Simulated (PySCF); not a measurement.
MgO: one state, many levels of theory

State: ³Π (triplet), unpaired electrons σ ↑, π ↑. Set-up: PySCF, spin-free X2C with a Gaussian nucleus, basis sets Mg x2c-TZVPPall, O x2c-TZVPPall. De refers to Mg + O in their high-spin ground configurations, without counterpoise correction. The functionals are run spin-unrestricted. A positive dipole means Mg(−)O(+).

| Level | Re (Å) | ωe (cm⁻¹) | De (eV) | μ (D) |
| --- | --- | --- | --- | --- |
| UHF | 1.860 | 679 | 1.29 | -3.24 |
| UHF-MP2 | 1.880 | 646 | 2.38 | n/a |
| UHF-SCS-MP2 | 1.881 | 645 | 2.25 | n/a |
| UHF-CCSD | 1.878 | 647 | 1.99 | n/a |
| UHF-CCSD(T) | 1.882 | 638 | 2.08 | n/a |
| PBE | 1.908 | 594 | 2.60 | -2.91 |
| TPSS | 1.904 | 599 | 2.48 | -2.81 |
| r²SCAN | 1.886 | 629 | 2.69 | -3.06 |
| r²SCANh | 1.880 | 637 | 2.58 | -3.12 |
| PBE0 | 1.882 | 631 | 2.35 | -3.09 |
| BHandHLYP | 1.867 | 655 | 2.06 | -3.29 |
| M06-2X | 1.879 | 642 | 2.34 | -3.33 |
| LC-ωPBE | 1.876 | 649 | 2.60 | -3.10 |

(1) Which functional lies closest to UHF-CCSD(T) in De, which farthest, and by how much do they differ from it?

(2) What does a quarter of exact exchange do here, going from PBE to PBE0?

(3) What does the triples do here, going from UHF-CCSD to UHF-CCSD(T)?

Correlated steps freeze 2 core orbitals. Counting both spins, an empty level lies below a filled one in some of these solutions, because spin and occupation are held. The state was picked by a PBE0 search and need not be the measured ground state.

The whole job (state search and all levels along the bond) took about 2.9 min on 1 thread of Intel Xeon 6975P-C (shared host), peak memory 1.1 GiB.

## Answers

(1) Closest is BHandHLYP (-1.5 pm in Re, +2.7 % in ωe, -0.02 eV in De against UHF-CCSD(T) in the same basis), farthest r²SCAN (+0.4 pm in Re, -1.4 % in ωe, +0.61 eV in De). CCSD(T) converges more slowly with the basis than the functionals do and binds too weakly in this one, so the order can change at the basis-set limit.

(2) PBE0 less PBE: -2.6 pm in Re, +6.2 % in ωe, -0.25 eV in De. Exact exchange removes part of the self-interaction that spreads semilocal densities, and in most molecules shortens and stiffens the bond and lowers De; so it does here.

(3) UHF-CCSD(T) less UHF-CCSD: +0.4 pm in Re, -1.4 % in ωe, +0.09 eV in De. Correlation nearly always deepens the well. The bond lengthens, as in strong covalent bonds, where excitations into antibonding orbitals dominate.
